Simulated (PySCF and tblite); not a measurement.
Results of a calculation; reference values are marked as such.
C2H4F2, numbered as in [F:1][CH2:2][CH2:3][F:4]. The same 2 conformers on PBE0-D3(BJ)/def2-SVP geometries, with only the functional of the single-point energies changed (basis set def2-TZVP, solvent none (gas phase), D3(BJ) where defined; PySCF).

Torsions listed: F1–C2–C3–F4. Of a mirror pair one member is shown.

```
conformer  shape   symmetry  dipole D
        1    71°  C2 (pair)      2.53
        2   180°        C2h      0.00
```

Energies (kcal/mol) above conformer 1 and its weight at 298.15 K (thermal terms from GFN2-xTB):

| functional | E(2) − E(1) | weight of 1 (%) |
| --- | --- | --- |
| PBE0 | 1.11 | 93 |
| B3LYP | 0.97 | 91 |
| r2SCAN | 1.21 | 94 |
| TPSS | 0.98 | 91 |
| PBE | 1.33 | 95 |
| CAM-B3LYP | 0.97 | 91 |
| wB97X-D | ? | ? |

Q: What does wB97X-D give?

A: E(2) − E(1) = 0.97 kcal/mol, weight of conformer 1 91 %.

Q: How much does the choice of functional matter?

A: The widest range is that of E(2) − E(1), which runs from 0.97 (B3LYP) to 1.33 kcal/mol (PBE), a spread of 0.36, against RT = 0.59.
